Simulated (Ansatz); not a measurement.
System: CH₅Si, charge -1, singlet. CH5Si- (SMILES [CH2-][SiH3]).
B3LYP-D3(BJ)/def2-TZVP minimum from Ansatz (an electronic-structure program):
```
Si
C 1 1.7786
H 2 1.0925 1 117.37
H 2 1.0925 3 111.81 1 139.87
H 1 1.5126 2 112.78 3 -51.70
H 1 1.5126 5 105.16 2 123.30
H 1 1.5467 5 98.47 6 101.23
```
Charge -1, spin multiplicity 1.

Total energies in aug-cc-pV(D+d)Z, 14 correlated electrons, 6 frozen orbitals. Radicals and triplets start from unrestricted determinants; spin-orbit coupling is neglected. Cores are frozen in correlated methods. No relativity.

```csv
method,program,energy (Eh),minus CCSDT(Q) (mEh)
HF,Ansatz,-329.65292,336.85
MP2,Ansatz,-329.93927,50.50
CCSD,Ansatz,-329.97685,12.92
CCSD(T),Ansatz,-329.98810,1.67
CCSDT(Q),Ansatz,-329.98977,0.00
```

Rough core times of Ansatz's runs on a shared machine: CCSD(T) under 20 s, CCSDT(Q) 10 min.
